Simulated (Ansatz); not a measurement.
**C₃H₆O: basis-set convergence**

The task here is to estimate one member of a computed series from the others.

Program: Ansatz 0.2.0, Gaussian basis. Level of theory: one geometry, several basis sets. These are calculated values, not measurements.

Levels to be run: PBE0-D4/def2-SVP; ωB97M-V/def2-SVP; PBE0-D4/def2-QZVPP; ωB97M-V/def2-QZVPP; the functionals' def2-TZVPP values are taken from earlier runs.

### The relaxed structure

All runs share one geometry, relaxed beforehand with PBE0-D4 in a triple-zeta def2 set.

10 atoms, charge 0, spin multiplicity 1.

Atoms are counted from 1 here; the program's logs count them from 0.

Bond lengths: C1–C2 1.326 Å, C1–H5 1.086 Å, C1–H6 1.084 Å, C2–C3 1.492 Å, C2–H7 1.088 Å, C3–O4 1.415 Å, C3–H8 1.099 Å, C3–H9 1.094 Å, O4–H10 0.961 Å. Angles: C2–C1–H5 121.2°, C2–C1–H6 121.9°, H5–C1–H6 116.9°, C1–C2–C3 124.1°, C1–C2–H7 120.2°, C3–C2–H7 115.7°, C2–C3–O4 112.1°, C2–C3–H8 109.9°, C2–C3–H9 110.3°, O4–C3–H8 111.5°, O4–C3–H9 105.3°, H8–C3–H9 107.5°, C3–O4–H10 107.6°.

Set-up of the first run:

Contents of in.yaml:

```yaml
crystal:
  periodic: [false, false, false]
  atoms:
    - {symbol: C, position_ang: [-1.085998, 0.941278, 0.567288]}
    - {symbol: C, position_ang: [0.150287, 0.490814, 0.406151]}
    - {symbol: C, position_ang: [0.484302, -0.874874, -0.093511]}
    - {symbol: O, position_ang: [1.295920, -0.834638, -1.252323]}
    - {symbol: H, position_ang: [-1.946192, 0.314639, 0.349827]}
    - {symbol: H, position_ang: [-1.287309, 1.943007, 0.929109]}
    - {symbol: H, position_ang: [1.000236, 1.135081, 0.621348]}
    - {symbol: H, position_ang: [-0.438466, -1.445141, -0.267742]}
    - {symbol: H, position_ang: [1.071276, -1.418873, 0.652361]}
    - {symbol: H, position_ang: [0.839044, -0.302592, -1.909609]}
basis:
  gaussian: {orbitals: def2-SVP}
hamiltonian: {xc: pbe0, dispersion: d4}
output: {orbitals: {seedname: orbitals}}
```

The run is started by

```
> ansatz run in.yaml --threads 4 --pin off --events-out ev --progress --plain --max-ram 10444MiB
```

Among the steps run: PBE0-D4 in def2-SVP; ωB97M-V in def2-SVP; PBE0-D4 in def2-QZVPP; ωB97M-V in def2-QZVPP.

One table of the session follows, with a row left open; its other results are not shown here.

It belongs to the step «Density functionals: the series». 

```
functional       basis  HOMO (eV)  LUMO (eV)
   PBE0-D4    def2-SVP          ?          ?
   PBE0-D4  def2-TZVPP      -7.69      -0.08
   PBE0-D4  def2-QZVPP      -7.73      -0.17
   ωB97M-V    def2-SVP      -9.86       2.37
   ωB97M-V  def2-TZVPP     -10.01       2.00
   ωB97M-V  def2-QZVPP     -10.04       1.76
```

Estimate the missing values for PBE0-D4, def2-SVP.

As computed: HOMO (eV): -7.53; LUMO (eV): 0.16. In the column «HOMO (eV)» it is the highest.
